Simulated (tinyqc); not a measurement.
Worked calculation: Pariser-Parr-Pople SCF with singles CI, for the molecule C=C1C=C1 (SMILES; centres numbered as the heavy atoms are written). One step of it, computed by the program tinyqc.

Question. Singles CI, triplets. Over the 4 single excitations with the smallest orbital gaps: A = (e_a - e_i) delta - (ij|ab), with (pq|rs) = sum c_mp c_mq gamma_mn c_nr c_ns.

orbital energies (eV): -15.206891  -9.317748  -0.247980  1.650894

coefficients:
```
         MO1        MO2        MO3        MO4
1C  0.260649   0.740905   0.000000  -0.618968
2C  0.566056   0.402082   0.000000   0.719660
3C  0.553011  -0.380388   0.707107  -0.222450
4C  0.553011  -0.380388  -0.707107  -0.222450
```

repulsion gamma_rs (eV):
```
           1C         2C         3C         4C
1C  11.130000   7.553862   4.803517   4.803517
2C   7.553862  11.130000   7.554960   7.554960
3C   4.803517   7.554960  11.130000   7.553862
4C   4.803517   7.554960   7.553862  11.130000
```

Give: triplet CI matrix; triplet excitation energies.

Answer.

triplet CI matrix (eV):
```
       2>3     2>4    1>3     1>4
2>3  2.508   0.000  1.283   0.000
2>4  0.000   2.766  0.000  -1.002
1>3  1.283   0.000  6.498   0.000
1>4  0.000  -1.002  0.000   9.172
```

triplet excitation energies (eV): 2.131  2.613  6.875  9.325
